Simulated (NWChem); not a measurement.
# silicon monoxide (SiO, singlet); SMILES [Si]=O

Results from NWChem. Pople sets run with spherical d functions. Low-valent species are run as closed-shell singlets; no triplet was tried in these runs. Geometry: optimised at PBE0/def2-SVP. Computed dipoles belong to the equilibrium geometry; the measured one is vibrationally averaged.

Measured dipole moment: 3.10 D (NIST CCCBDB, as tabulated in the package chemicals).

```
level              dipole moment (D)  computed − measured
-----------------  -----------------  -------------------
B3LYP/STO-3G                    1.29                -1.81
B3LYP/3-21G                     2.00                -1.10
B3LYP/6-31G*                    2.63                -0.47
B3LYP/6-31+G*                   3.22                +0.12
B3LYP/def2-SVP                  2.67                -0.43
B3LYP/def2-SVPD                 3.24                +0.14
B3LYP/def2-TZVP                 3.15                +0.05
B3LYP/6-311++G**                3.29                +0.19
B3LYP/aug-cc-pVTZ               3.21                +0.11
```
